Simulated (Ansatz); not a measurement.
Ideal-gas functions of C2H4N2, SMILES `N=C=CN` at 800 K and 1 bar, from an Ansatz frequency run at PBE0-D4/def2-TZVP.

Molar mass 56.07 g/mol, point group C1 (symmetry number 1), electronic degeneracy 1, moments of inertia 11.54, 112.608, 121.479 u Å². Harmonic wavenumbers (cm⁻¹, unscaled): 181, 247, 389, 613, 666, 814, 901, 1011, 1104, 1181, 1238, 1463, 1652, 2144, 3195, 3428, 3525, 3624.

Use S(trans) = R[1.5 ln M + 2.5 ln T − 1.1517]; rotational temperatures θ = 24.2544 K / I; S(rot) = R[ln(√π/σ · √(T³/θAθBθC)) + 1.5]; for each mode x = 1.438777 ν̃/T, S = R[x/(eˣ − 1) − ln(1 − e⁻ˣ)] and H = RT x/(eˣ − 1); 1 cm⁻¹ = 0.0119627 kJ/mol; R = 8.31446 J/(mol·K).

**Question.** By hand: the entropy, in J/(mol·K).

**Answer.** Translation 179.6. Rotation: θ = 2.1018, 0.2154, 0.1997 K, giving 110.6. Vibration, mode by mode: 17.68, 15.13, 11.45, 7.91, 7.29, 5.85, 5.16, 4.40, 3.86, 3.46, 3.19, 2.32, 1.77, 0.87, 0.18, 0.13, 0.11, 0.09, in all 90.8. Electronic 0.0. Sum 381.0 J/(mol·K).

**Question.** By hand: H − E and G − E in kJ/mol, counted from the electronic energy.

**Answer.** Zero-point energy ½ × 27376 × 0.0119627 = 163.7; thermal vibration 39.7; translation, rotation and pV give 4 RT = 26.6. H − E = 230.0 kJ/mol, and G − E = 230.0 − 800 × 381.0/1000 = -74.8 kJ/mol.

Vibration gives 24 % of the entropy. The sum counts one conformer and one mirror image; others add a mixing term.
